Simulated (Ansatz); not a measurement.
The same path of C2H5NS (9 atoms, charge 0, multiplicity 1) was run twice with different band settings. The coordinate that changes most is the dihedral N2–C3–S4–H9.

Level of theory: RKS revPBE/6-31G* in Ansatz 0.2.0.

Relaxed end points:

```xyz
9
Properties=species:S:1:pos:R:3
C -0.134 1.229 -1.009
N -0.664 0.326 -0.270
C 0.196 -0.781 0.137
S 0.457 -0.793 1.972
H 0.923 1.222 -1.351
H -0.755 2.078 -1.334
H -0.289 -1.727 -0.159
H 1.220 -0.755 -0.293
H -0.865 -0.845 2.290
```

```xyz
9
Properties=species:S:1:pos:R:3
C -0.353 1.147 -0.938
N -0.825 0.077 -0.411
C 0.156 -0.891 0.072
S -0.032 -1.211 1.884
H 0.731 1.371 -1.046
H -1.055 1.905 -1.317
H -0.058 -1.869 -0.393
H 1.210 -0.617 -0.150
H 0.316 0.042 2.281
```

Common settings: movable images 9; climbing image yes; optimiser quadratic models (default); start path IDPP; force threshold 0.03 eV/Å; end points relaxed.

| run | spring | iteration limit |
| --- | --- | --- |
| 1 | 5.0 eV/Å² | 27 |
| 2 | 0.1 eV/Å² | 34 |

Task: What does each run give, and how far can it be trusted?

Result: Run 1: converged after 7 iterations, highest image 0.089 eV above the first end. A vibrational analysis at the climbing image gives one clearly imaginary mode, 254i cm⁻¹: a first-order saddle point.
Run 2: converged after 7 iterations, highest image 0.089 eV above the first end. Another band between the same ends (9 images) ends at a top of the same energy, where a vibrational analysis finds 1 clearly imaginary mode.
